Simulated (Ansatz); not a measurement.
Relaxation of C$_{2}$H$_{3}$O$_{2}$ (7 atoms, charge -1, multiplicity 1), to a largest force component of 0.015 eV/Å in at most 40 steps.

The calculation used RKS BLYP/STO-3G in Ansatz 0.2.0.

```xyz
7
Properties=species:S:1:pos:R:3
O -1.150 -0.760 0.954
C -0.059 -0.106 0.829
C 0.477 0.310 -0.336
O 1.705 1.038 -0.297
H 0.525 0.166 1.750
H 0.083 0.161 -1.329
H 1.847 1.039 0.665
```

Where does it end, and by what steps?

The run converged. Limits of this set-up: minimal basis, an anion without diffuse functions, the dipole of an ion depends on the origin. After 8 steps the energy has fallen by 0.634 eV; O1 moved furthest, 0.15 Å.

```json
{"step": "0", "energy less start (eV)": "0.0000", "largest force component (eV/Å)": "4.442", "accepted": "yes"}
{"step": "1", "energy less start (eV)": "-0.5904", "largest force component (eV/Å)": "1.045", "accepted": "yes"}
{"step": "2", "energy less start (eV)": "-0.6274", "largest force component (eV/Å)": "0.320", "accepted": "yes"}
{"step": "3", "energy less start (eV)": "-0.6274", "largest force component (eV/Å)": "0.312", "accepted": "yes"}
{"step": "4", "energy less start (eV)": "-0.6252", "largest force component (eV/Å)": "0.324", "accepted": "no"}
{"step": "5", "energy less start (eV)": "-0.6335", "largest force component (eV/Å)": "0.081", "accepted": "yes"}
{"step": "6", "energy less start (eV)": "-0.6341", "largest force component (eV/Å)": "0.047", "accepted": "yes"}
{"step": "7", "energy less start (eV)": "-0.6341", "largest force component (eV/Å)": "0.069", "accepted": "no"}
{"step": "8", "energy less start (eV)": "-0.6342", "largest force component (eV/Å)": "0.011", "accepted": "yes"}
```

```xyz
7
Properties=species:S:1:pos:R:3
O -1.247 -0.826 1.049
C -0.144 -0.154 0.830
C 0.479 0.314 -0.354
O 1.764 1.075 -0.341
H 0.545 0.178 1.738
H 0.112 0.183 -1.387
H 1.918 1.079 0.701
```

The run took 27 s on 1 CPU thread of a shared host.
